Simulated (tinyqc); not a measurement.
Worked calculation: extended Hueckel theory, for BH3. One step of it, computed by the program tinyqc.

Question. Wolfsberg-Helmholz matrix. H_ij = K' S_ij (H_ii + H_jj)/2 for i != j (the diagonal keeps H_ii), with K' = 2.

overlap S, lower triangle:
```
           1B 2s     1B 2px     1B 2py     1B 2pz     2H 1s     3H 1s     4H 1s
1B 2s   1.000000
1B 2px  0.000000   1.000000
1B 2py  0.000000   0.000000   1.000000
1B 2pz  0.000000   0.000000   0.000000   1.000000
2H 1s   0.509892   0.544569   0.000000  -0.014757  1.000000
3H 1s   0.509784  -0.272199   0.471589  -0.014752  0.105832  1.000000
4H 1s   0.509784  -0.272199  -0.471589  -0.014752  0.105832  0.105760  1.000000
```

diagonal H_ii (eV): 1B 2s -15.200000, 1B 2px -8.500000, 1B 2py -8.500000, 1B 2pz -8.500000, 2H 1s -13.600000, 3H 1s -13.600000, 4H 1s -13.600000

K = 2.000000

Give: H.

Answer.

H (eV), lower triangle:
```
           1B 2s    1B 2px    1B 2py   1B 2pz     2H 1s     3H 1s     4H 1s
1B 2s   -15.2000
1B 2px    0.0000   -8.5000
1B 2py    0.0000    0.0000   -8.5000
1B 2pz    0.0000    0.0000    0.0000  -8.5000
2H 1s   -14.6849  -12.0350    0.0000   0.3261  -13.6000
3H 1s   -14.6818    6.0156  -10.4221   0.3260   -2.8786  -13.6000
4H 1s   -14.6818    6.0156   10.4221   0.3260   -2.8786   -2.8767  -13.6000
```
